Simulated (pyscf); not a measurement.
Four-centre exchange: HO–Ti(F)(F)–F (SMILES [OH][Ti]([F])([F])[F]) + HF (SMILES F) → HO–Ti(F)(F)–F (SMILES [OH][Ti]([F])([F])[F]) + HF (SMILES F)

Gas phase, singlet surface, charge 0. Bonds broken: Ti2–F7, F3–H8. Bonds formed: Ti2–F3, F7–H8. Optimised with ωB97X-D3(BJ)/def2-SVP in PySCF.

Transition state (Å):

```xyz
8

O     -0.3651     1.3233     0.6620
Ti    -1.1140    -0.0758    -0.0684
F     -0.8673    -1.6443    -1.2970
F     -2.6524     0.4652    -0.6309
F     -1.3346    -1.1119     1.2945
H      0.3143     1.9287     0.3405
F      0.3053     0.1526    -1.5332
H     -0.0991    -0.8884    -1.7297
```

One imaginary mode, 389i cm⁻¹; descent along it reached the two sides named, in the forms told below.

```json
[
 {"bond": "Ti2–F7", "change": "breaks", "reactant side (Å)": "1.785", "saddle": "2.052", "product side": "2.6"},
 {"bond": "F3–H8", "change": "breaks", "reactant side (Å)": "0.936", "saddle": "1.161", "product side": "1.804"},
 {"bond": "Ti2–F3", "change": "forms", "reactant side (Å)": "2.465", "saddle": "2.008", "product side": "1.785"},
 {"bond": "F7–H8", "change": "forms", "reactant side (Å)": "1.872", "saddle": "1.134", "product side": "0.937"}
]
```

Electronic energies relative to the separated reactants (kcal/mol):

```csv
level,barrier,reaction energy,reverse barrier
ωB97X-D3(BJ)/def2-TZVP,4.8,0.0,4.8
PBE/def2-TZVP,2.5,0.0,2.5
r²SCAN/def2-TZVP,1.0,0.0,1.0
B3LYP-D3(BJ)/def2-TZVP,4.6,0.0,4.6
PBE0-D3(BJ)/def2-TZVP,4.1,0.0,4.1
M06-2X/def2-TZVP,2.3,0.0,2.3
ωB97M-D3(BJ)/def2-TZVP,5.3,0.0,5.3
HF/def2-TZVP,17.1,0.0,17.1
```

With ωB97M-D3(BJ)/def2-TZVP energies and thermal terms (ideal gas, 1 atm, RRHO with modes under 100 cm⁻¹ raised to 100, one conformer, R ln 2 for chiral ones without a mode under 150 cm⁻¹), in kcal/mol:

| T (K) | ΔH‡ | ΔG‡ | ΔH | ΔG |
|---|---|---|---|---|
| 298 | 4.7 | 16.1 | 0.0 | 0.0 |
| 600 | 4.1 | 28.0 | 0.0 | 0.0 |
| 900 | 4.2 | 40.0 | 0.0 | 0.0 |
| 1200 | 4.5 | 51.9 | 0.0 | 0.0 |

On the reactant side the descent ends in a complex, 5.5 kcal/mol under the separated species and 10.3 kcal/mol under the saddle at ωB97X-D3(BJ)/def2-TZVP. On the product side the descent ends in a complex, 6.4 kcal/mol under the separated species and 11.2 kcal/mol under the saddle at ωB97X-D3(BJ)/def2-TZVP. The same reactants have a lower exit, to F–Ti(F)(F)–F + H₂O (barrier -0.8 kcal/mol at ωB97M-D3(BJ)/def2-TZVP, against +5.3 kcal/mol here). One saddle was located; it need not be the lowest between these sides.
